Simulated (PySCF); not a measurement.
**C3H4FS− (SMILES C=C(F)C[S-]) at HF/6-31+G(d) (spherical functions)**

Aim: the vertical ionisation energy of C3H4FS− at HF/6-31+G* (spherical functions), from 2 runs. The job is set up through a Python script.

The calculation is run with PySCF 2.14.0.

## 1. The structure to begin with

The species is C3H4FS− (9 atoms), meant as a singlet with charge -1. SMILES: `C=C(F)C[S-]`. Geometry: relaxed at GFN2-xTB. This is one conformer, not always the lowest.

Bond lengths: C1–C2 1.329 Å, C2–F3 1.371 Å, C2–C4 1.475 Å, C4–S5 1.826 Å, C1–H6 1.076 Å, C1–H7 1.073 Å, C4–H8 1.096 Å, C4–H9 1.095 Å. Some angles: C1–C2–F3 117.3°, C1–C2–C4 128.2°, F3–C2–C4 114.5°, C2–C4–S5 107.2°, C2–C1–H6 121.6°, C2–C1–H7 120.1°, C2–C4–H8 110.8°, C2–C4–H9 110.9°, S5–C4–H8 108.9°, S5–C4–H9 109.3°.

## 2. The energy at HF/6-31+G(d) (spherical functions)

Input file input.py:

```python
from pyscf import gto

system = gto.M(
    atom='''
C     -0.857255     1.655684     1.920718
C      0.741718     0.286388     0.552329
F      3.272477     0.699747     0.917349
C      0.152312    -1.625599    -1.389062
S     -0.445956     0.066499    -4.335844
H     -0.207208     3.123698     3.169335
H     -2.857493     1.412192     1.694669
H     -1.542527    -2.697943    -0.873545
H      1.743953    -2.920647    -1.655948
''',
    charge=-1,
    max_memory=1860,
    unit='bohr',
    basis='6-31+g*',
    verbose=3,
)

mf = system.RHF()
mf.conv_tol = 1e-10
mf.kernel()
if not mf.converged:
    mf = mf.newton().run(mf.mo_coeff, mf.mo_occ)

e_final = mf.e_tot
print('Final energy', e_final)
```

Command:

```console
$ OMP_NUM_THREADS=1 python input.py
```

Standard output:

```text
converged SCF energy = -612.871150361463
Final energy -612.8711503614627
```

Wall time 2.5 s (1 thread of Arm Neoverse V2, shared host); peak memory 0.22 GiB.

## 3. Doublet neutral C3H4FS

Input file input.py:

```python
from pyscf import gto

mol = gto.Mole()
mol.atom = [
    ('C', (-0.453640, 0.876150, 1.016400)),
    ('C', (0.392500, 0.151550, 0.292280)),
    ('F', (1.731720, 0.370290, 0.485440)),
    ('C', (0.080600, -0.860230, -0.735060)),
    ('S', (-0.235990, 0.035190, -2.294430)),
    ('H', (-0.109650, 1.652990, 1.677140)),
    ('H', (-1.512120, 0.747300, 0.896780)),
    ('H', (-0.816270, -1.427690, -0.462260)),
    ('H', (0.922860, -1.545540, -0.876290)),
]
mol.basis = '6-31+g*'
mol.charge = 0
mol.verbose = 4
mol.max_memory = 1860
mol.spin = 1
mol.build()

hf = mol.UHF()
hf.conv_tol = 1e-10
hf.kernel()
if not hf.converged:
    hf = hf.newton().run(hf.mo_coeff, hf.mo_occ)

e_tot = hf.e_tot
print('E = %.10f Eh' % e_tot)
```

Command:

```console
$ OMP_NUM_THREADS=1 python input.py
```

Standard output:

```text
PySCF version 2.14.0

[... 133 lines left out ...]
converged SCF energy = -612.831900618795  <S^2> = 0.80470053  2S+1 = 2.0539723
E = -612.8319006188 Eh
```

It took 4.5 s on 1 thread of Arm Neoverse V2, shared host; peak memory 0.22 GiB.

## 4. What came out

At HF/6-31+G* (spherical functions):

| quantity | value |
| --- | --- |
| singlet C3H4FS−: total energy | -612.87115 Eh |
| singlet C3H4FS−: HOMO energy | -2.70 eV |
| singlet C3H4FS−: LUMO energy | 5.20 eV |
| singlet C3H4FS−: HOMO–LUMO gap (to an unbound level, set by the basis) | 7.89 eV |
| doublet neutral C3H4FS: total energy | -612.83190 Eh |
| doublet neutral C3H4FS: dipole moment | 2.09 D |
| doublet neutral C3H4FS: HOMO energy (highest over α and β) | -9.78 eV |
| doublet neutral C3H4FS: LUMO energy (lowest over α and β) | 0.19 eV |
| doublet neutral C3H4FS: ⟨S²⟩ | 0.805 |
| vertical detachment energy (to the doublet neutral) | 1.068 eV |

The vertical ionisation energy comes to 1.07 eV (25 kcal/mol). −ε(HOMO) before ionisation, 2.70 eV, is 1.63 eV above this ionisation energy. Mulliken charges (singlet C3H4FS−) run from -0.84 on S5 to +0.59 on C2; in a basis this large or diffuse they mean little. Mulliken charges (doublet neutral C3H4FS) run from -0.66 on C4 to +0.48 on C2; in a basis this large or diffuse they mean little.
